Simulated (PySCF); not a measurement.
# SN: from the state search to spectroscopic constants

One table from this session's results is given with a row withheld; the runs are named, their logs left out.

Method: S x2c-TZVPPall, N x2c-TZVPPall, spin-free X2C with a Gaussian nucleus; program: PySCF 2.14.0.

Set-up of the first run:

The job is set up so:

```yaml
atoms: S, N
charge: 0
basis: S x2c-TZVPPall, N x2c-TZVPPall
Hamiltonian: spin-free X2C with a Gaussian nucleus
basis_functions: 73
electrons_treated: 23
masses_in_u: 31.9721, 14.0031
levels: PBE0, PBE, r²SCAN, TPSSh, M06-L, TPSS, PW91, ωB97X, HF, MP2, SCS-MP2, CCSD, CCSD(T)
grid: 80 radial by 434 angular points
occupations: held fixed by the projection of orbital angular momentum
dissociation_limit: S + N, each in its ground configuration
starting_distance_in_angstrom: 1.640
values_of_2S_to_try: 1, 3, 5
```

Launch:

```
$ OMP_NUM_THREADS=1 python dia.py task.json out
```

Among the steps run: Set-up; PBE0 along the bond; Excited determinants; PBE (GGA); r²SCAN (meta-GGA); TPSSh; M06-L (meta-GGA); TPSS (meta-GGA); PW91; ωB97X (range-separated hybrid); ROHF (mean field); Adding correlation.

One of the session's tables, all rows but one given; the rest of the session is left out.

```
       level  Re (Å)  ωe (cm⁻¹)  De (eV)  μ (D)
        ROHF   1.460       1346     1.08  -1.78
   ROHF-CCSD   1.494       1249     4.08    n/a
ROHF-CCSD(T)   1.504       1212     4.49    n/a
         PBE   1.507       1210     5.56  -1.81
        PW91   1.505       1210     5.56  -1.83
        TPSS   1.505       1211     5.10  -1.76
      r²SCAN       ?          ?        ?      ?
       M06-L   1.493       1266     4.90  -1.77
       TPSSh   1.496       1244     4.85  -1.78
        PBE0   1.485       1290     4.85  -1.85
       ωB97X   1.478       1328     4.78  -1.93
```

**Question.** Estimate the row for r²SCAN.

As computed: Re (Å): 1.494; ωe (cm⁻¹): 1252; De (eV): 4.88; μ (D): -1.80.

De is counted to S + N in their ground configurations.
